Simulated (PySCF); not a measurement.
# Molecular orbitals of BCl⁺

ωB97X at R = 1.606 Å; PySCF, no relativity, basis sets B 6-31G(d,p), Cl 6-31G(d,p). State: ²Σ⁺ (doublet), unpaired electrons σ ↑. Only the outer orbitals are listed, counted within each symmetry.

| spin | orbital | occ. | ε (eV) | on B (%) | main shells (%) |
| --- | --- | --- | --- | --- | --- |
| α | 5σ | 1 | -36.14 | 16 | 81 Cl s, 9 B s |
| α | 6σ | 1 | -25.17 | 34 | 51 Cl p, 31 B s, 15 Cl s |
| α | 2π | 1 | -21.34 | 16 | 84 Cl p, 15 B p |
| α | 2π | 1 | -21.34 | 16 | 84 Cl p, 15 B p |
| α | 7σ | 1 | -20.06 | 88 | 46 B s, 41 B p, 12 Cl p |
| α | 3π | 0 | -7.70 | 84 | 84 B p, 14 Cl p |
| α | 3π | 0 | -7.70 | 84 | 84 B p, 14 Cl p |
| α | 8σ | 0 | -1.17 | 78 | 57 B p, 34 Cl p, 19 B s |
| β | 5σ | 1 | -35.99 | 15 | 82 Cl s, 8 B s |
| β | 6σ | 1 | -24.66 | 30 | 56 Cl p, 23 B s, 14 Cl s |
| β | 2π | 1 | -21.29 | 12 | 88 Cl p, 11 B p |
| β | 2π | 1 | -21.29 | 12 | 88 Cl p, 11 B p |
| β | 7σ | 0 | -11.06 | 95 | 62 B s, 32 B p |
| β | 3π | 0 | -6.70 | 88 | 88 B p, 10 Cl p |
| β | 3π | 0 | -6.70 | 88 | 88 B p, 10 Cl p |

Question: Which are the highest filled and the lowest empty level, where do they sit, and how wide is the gap?

Answer: Highest filled α 7σ at -20.06 eV (in %: 46 B s, 41 B p, 12 Cl p); lowest empty β 7σ at -11.06 eV (in %: 62 B s, 32 B p); the gap at ωB97X is 9.00 eV.

The bond order (Mayer) is 1.86 and the ⟨S²⟩ is 0.757. The charge on B (Mulliken, basis-dependent) is 0.62 and the charge on B (Löwdin, basis-dependent) is 0.43. The dipole moment (positive dipole points towards Cl; it is taken about the centre of mass and depends on that origin) is -3.10 D.

The state was picked by a PBE0 search and need not be the measured ground state.
